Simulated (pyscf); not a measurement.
H₃C–CH₂–OH + O [triplet] → •O–OH + •H₂C–CH₃ (substitution at O; triplet surface; C–O broken, O–O formed). PySCF, gas phase, ωB97X-D3(BJ)/def2-SVP geometries. Energies in eV from the separated reactants.

```csv
level,barrier,reaction energy
ωB97X-D3(BJ)/def2-TZVP,[?],+1.18
PBE/def2-TZVP,[?],[?]
r²SCAN/def2-TZVP,1.60,+0.89
B3LYP-D3(BJ)/def2-TZVP,1.85,+1.07
M06-2X/def2-TZVP,2.46,+1.38
HF/def2-TZVP,3.52,+2.43
```

Question: Complete the blanks.

Answer: 
- ωB97X-D3(BJ)/def2-TZVP, barrier: 2.26
- PBE/def2-TZVP, barrier: 1.27
- PBE/def2-TZVP, reaction energy: +0.63

The functionals in the table span 1.19 eV in this barrier, from PBE to M06-2X. On the product side the descent ends in a complex, 0.26 eV under the separated species and 1.34 eV under the saddle at ωB97X-D3(BJ)/def2-TZVP. •O–OH + •H₂C–CH₃ also meet on a surface of lower spin, which isn't treated here. One saddle was located; it need not be the lowest between these sides. The angle at the attacked O is 168°. Left out: the spin-orbit lowering of O.
